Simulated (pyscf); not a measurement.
This saddle point was located with ωB97X-D3(BJ)/def2-SVP in PySCF.

```
C
C 1 1.3243
H 1 1.0963 2 127.35
H 2 1.0973 1 121.46 3 -179.99
H 2 1.0985 4 116.57 1 180.00
H 1 1.3621 3 115.22 2 -179.97
C 6 1.3112 3 155.72 1 179.95
H 7 1.0975 6 105.80 3 63.13
H 7 1.0975 8 113.11 6 115.34
H 7 1.0977 8 112.98 9 129.92
```
Charge 0, spin multiplicity 2.

Surface: doublet, charge 0. Lowest wavenumbers (cm⁻¹): 1680i, 30, 141, 258, 505.

**Question.** What reaction is this the transition state of?

**Answer.** H₂C=CH₂ (SMILES C=C) + CH₃• (SMILES [CH3]) ⇌ •HC=CH₂ (SMILES [CH]=C) + CH₄ (SMILES C), a hydrogen abstraction read from left to right: C–H broken and C–H formed. At CCSD(T)/def2-TZVPP + ΔMP2(QZVPP) it lies +19.3 kcal/mol from the left side and +13.1 kcal/mol from the right (each side as separated species at their lowest minima found). One saddle was located; it need not be the lowest between these sides. The angle at the transferred H is 176°. The CCSD(T) − MP2 part came from Ansatz, without density fitting, on the same reference. A UHF reference is spin-contaminated (<S²> up to 0.96), which harms MP2 most.
